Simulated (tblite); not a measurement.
Species: tricarbon monoxide, C3O (singlet state).
SMILES: `[C]=C=C=O`

Method: GFN2-xTB as coded in tblite; computed harmonic values from a numerical Hessian at the method's own geometry, unscaled. The method is semi-empirical: single wavenumbers can be off by several per cent or more.

Harmonic wavenumbers (cm⁻¹): 180.2, 180.2, 552.7, 552.7, 995.0, 1975.4, 2319.8.

B = 4825 MHz (linear); mass 51.995 u (most abundant isotopes); point group C∞v, symmetry number 1.

Zero-point energy?

½Σν̃ = 3378 cm⁻¹ = 9.66 kcal/mol.

Give the ideal-gas entropy at 298.15 K and 1 bar in the rigid-rotor, harmonic-oscillator model (classical rotation).

Translation 37.79, rotation 16.22, vibration 5.83: S = 59.8 cal/(mol K).

And Cp and H(298.15 K) − H(0)?

Cp = 13.36 cal/(mol K), of which vibrations give 6.40 (their classical limit is 7 R = 13.9); H(298.15 K) − H(0) = 3.08 kcal/mol without the zero-point energy, 1.00 from vibrations.

Which modes carry the vibrational entropy at 298.15 K?

180.2 cm⁻¹: 2.33; 180.2 cm⁻¹: 2.33; 552.7 cm⁻¹: 0.54; 552.7 cm⁻¹: 0.54; 995.0 cm⁻¹: 0.10; 1975.4 cm⁻¹: 0.00 cal/(mol K); the other 1 give 0.00 together.

How do the functions run with temperature in this model?

| T (K) | S (cal/(mol K)) | Cp (cal/(mol K)) | H − H(0) (kcal/mol) | G − H(0) (kcal/mol) | ln q(vib) |
| --- | --- | --- | --- | --- | --- |
| 150 | 51.6 | 10.6 | 1.28 | -6.46 | 0.40 |
| 250 | 57.5 | 12.6 | 2.45 | -11.94 | 0.96 |
| 400 | 63.9 | 14.5 | 4.50 | -21.07 | 1.80 |
| 600 | 70.2 | 16.2 | 7.59 | -34.52 | 2.82 |
| 900 | 77.1 | 17.9 | 12.72 | -56.66 | 4.13 |

q(vib) and H(0) count from the zero-point level.

What must be added to the electronic energy to get the Gibbs energy at 298.15 K and 1 bar?

ZPE + [H(298.15 K) − H(0)] − T·S = 9.66 + 3.08 − 17.84 = -5.10 kcal/mol.

Hindered rotation and anharmonicity are outside this model.
